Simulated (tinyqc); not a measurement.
Worked calculation: UKS/PBE0 in the sto-6g basis, for H2O, spin multiplicity 3. One step of it, computed by the program tinyqc.

Problem. Orthogonalisation. S = U s U^T; canonical form X = U s^(-1/2), so that X^T S X = 1. Each column of U has its largest component positive (the first on a tie).

overlap S:
```
,1O 1s,1O 2s,1O 2px,1O 2py,1O 2pz,2H 1s,3H 1s
1O 1s,1.000000,0.231145,0.000000,0.000000,0.000000,0.053802,0.053802
1O 2s,0.231145,1.000000,0.000000,0.000000,0.000000,0.468321,0.468321
1O 2px,0.000000,0.000000,1.000000,0.000000,0.000000,0.000000,0.000000
1O 2py,0.000000,0.000000,0.000000,1.000000,0.000000,0.310866,-0.310866
1O 2pz,0.000000,0.000000,0.000000,0.000000,1.000000,0.232450,0.232450
2H 1s,0.053802,0.468321,0.000000,0.310866,0.232450,1.000000,0.237549
3H 1s,0.053802,0.468321,0.000000,-0.310866,0.232450,0.237549,1.000000
```

Give: eigenvalues of S; X.

Solution.

eigenvalues of S: 0.3507  0.4258  0.8893  1.0000  1.0884  1.3366  1.9092

X:
```
,1,2,3,4,5,6,7
1O 1s,-0.2954,0.0000,0.7604,0.0000,-0.6142,0.0000,0.1527
1O 2s,1.1754,0.0000,-0.2928,0.0000,-0.2926,0.0000,0.4258
1O 2px,0.0000,0.0000,0.0000,1.0000,0.0000,0.0000,0.0000
1O 2py,0.0000,0.9316,0.0000,0.0000,0.0000,0.6868,0.0000
1O 2pz,0.5312,0.0000,0.6431,0.0000,0.6521,0.0000,0.1921
2H 1s,-0.7419,-0.8604,-0.1531,0.0000,0.1240,0.3718,0.3757
3H 1s,-0.7419,0.8604,-0.1531,0.0000,0.1240,-0.3718,0.3757
```
